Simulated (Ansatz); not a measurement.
All numbers were calculated with Ansatz.

A structure relaxed at PBE0-D4/def2-TZVP, charge 0, multiplicity 1:

```xyz
10

C    -1.5810    0.8764   -0.5243
C    -0.3050    0.5574   -0.3493
F     0.6495    1.3466   -0.8746
C     0.2083   -0.5850    0.3688
C     1.5056   -0.8294    0.4961
F     1.9461   -1.8923    1.1652
H    -2.3542    0.2484   -0.1058
H    -1.8615    1.7590   -1.0817
H    -0.5122   -1.2594    0.8154
H     2.3044   -0.2217    0.0903
```

Q: Give its formula and SMILES.

A: C4H4F2, `C=C(F)/C=C/F`.

Q: Point group (tolerance 0.08 Å, 0.16 Å for H)?

A: Cs.

Q: Summarise the bond lengths by kind.

A: 3 × C–C 1.326 to 1.444 Å; 4 × C–H 1.080 to 1.083 Å; 2 × C–F 1.331 to 1.345 Å.
